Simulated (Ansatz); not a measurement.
Geometry optimisation, RKS r2SCAN-D4/6-31G* in Ansatz 0.2.0.

Input file:

```yaml
crystal:
  periodic: [false, false, false]
  atoms:
    - { symbol: C, position_ang: [-0.75416, 0.80855, -1.22442] }
    - { symbol: C, position_ang: [-0.05463, 0.31437, -0.29942] }
    - { symbol: Si, position_ang: [0.73562, -0.67249, 1.0899] }
    - { symbol: H, position_ang: [-1.71278, 0.4755, -1.61487] }
    - { symbol: H, position_ang: [-0.42459, 1.70331, -1.75416] }
    - { symbol: H, position_ang: [0.79664, 0.15822, 2.28042] }
    - { symbol: H, position_ang: [1.93331, -1.31622, 0.57789] }
    - { symbol: H, position_ang: [-0.51942, -1.47125, 0.94467] }
total_charge: 1
basis:
  gaussian: { orbitals: "6-31G*" }
hamiltonian:
  xc: r2scan
  dispersion: d4
relax:
  f_tol: 0.02
  max_steps: 50
output:
  orbitals: {}
```

Launched with:

```bash
$ ansatz run input.yaml --threads 1 --pin off --max-ram 2048MiB --backend cpu --events-out ev --progress --plain --runs-dir out
```

Where does it end, and by what steps?

The run converged. Limits of this set-up: the dipole of an ion depends on the origin. After 8 steps the energy has fallen by 0.077 eV; H8 moved furthest, 0.22 Å.

```csv
step,energy less start (eV),largest force component (eV/Å),accepted
0,0.0000,1.231,yes
1,-0.0391,0.746,yes
2,-0.0396,0.590,yes
3,-0.0632,0.206,yes
4,-0.0589,0.323,no
5,-0.0762,0.144,yes
6,-0.0765,0.086,yes
7,-0.0768,0.021,yes
8,-0.0768,0.008,yes
```

```xyz
8
Properties=species:S:1:pos:R:3
C -0.754 0.858 -1.261
C -0.109 0.282 -0.319
Si 0.694 -0.680 1.065
H -1.730 0.500 -1.617
H -0.340 1.749 -1.757
H 0.775 0.198 2.247
H 1.933 -1.285 0.545
H -0.468 -1.624 1.097
```

Whether the end is a true minimum wasn't checked by a vibrational analysis.

The run took 19 s on 1 CPU thread of a shared host.
